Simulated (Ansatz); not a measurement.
AlH6PSi, SMILES `[AlH2][SiH2]P`. Total charge 0; spin multiplicity 1. The geometry is a stationary point of PBE0-D4/def2-TZVP. It is one conformer, not always the lowest.

```xyz
9

Al   -0.845    1.824   -0.115
Si   -0.427   -0.546    0.368
P     1.787   -0.983    0.142
H     0.026    2.932    0.617
H    -1.959    2.273   -1.154
H    -1.269   -1.472   -0.445
H    -0.737   -0.824    1.802
H     1.635   -2.392    0.055
H     1.788   -0.812   -1.269
```

(1) What is the dipole moment at B3LYP/def2-TZVPP? (Best estimate.)

(2) And with PBE, r2SCAN, ωB97M-V? (Best estimate.)

(3) Give the Mulliken charges with B3LYP, ωB97M-V, PBE in def2-TZVPP. (Estimate.)

Results:

(1) Computed: 0.66 D, with components (-0.52, -0.13, -0.39) D in this frame, pointing from negative to positive charge.

(2) The calculation gave: PBE 0.65 D, r2SCAN 0.71 D, ωB97M-V 0.67 D.

(3) Ansatz gave: 
```csv
atom,B3LYP,ωB97M-V,PBE
Al1,0.41,0.37,0.37
Si2,0.06,-0.04,0.00
P3,-0.14,-0.20,-0.16
H4,-0.14,-0.11,-0.11
H5,-0.14,-0.11,-0.11
H6,-0.06,-0.02,-0.04
H7,-0.06,-0.02,-0.04
H8,0.03,0.07,0.05
H9,0.03,0.06,0.05
```

B3LYP here is the variant with VWN-RPA as its local correlation; programs differ in this.
